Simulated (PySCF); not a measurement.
Process, species as SMILES: O (H2O) + H+ → [OH3+]
B3LYP-D3(BJ)/def2-TZVP geometries, fixed; electronic energies without zero-point terms; positive where energy is released.

Effect of the atomic grid (radial, angular points) at PBE0/aug-cc-pVTZ with PySCF, against the last row, where the proton affinity is 172.75 kcal/mol.

| setting | grid points, largest species | largest shift of a total energy (mEh) | shift of the proton affinity (kcal/mol) |
|---|---|---|---|
| atom_grid: 30, 110, unpruned | 13200 | 0.031 | 0.023 |
| atom_grid: 50, 194, unpruned | 38800 | 0.009 | -0.005 |
| atom_grid: 75, 302, unpruned | 90600 | -0.001 | 0.001 |
| atom_grid: 99, 590, unpruned | 233640 | 0.000 | 0.000 |
| atom_grid: 150, 974, unpruned | 584400 | 0.000 | 0.000 |

Within 0.02 kcal/mol in the proton affinity: atom_grid: 50, 194, unpruned; atom_grid: 75, 302, unpruned; atom_grid: 99, 590, unpruned. The largest shift is 0.031 mEh in a total energy and 0.023 kcal/mol in the difference.
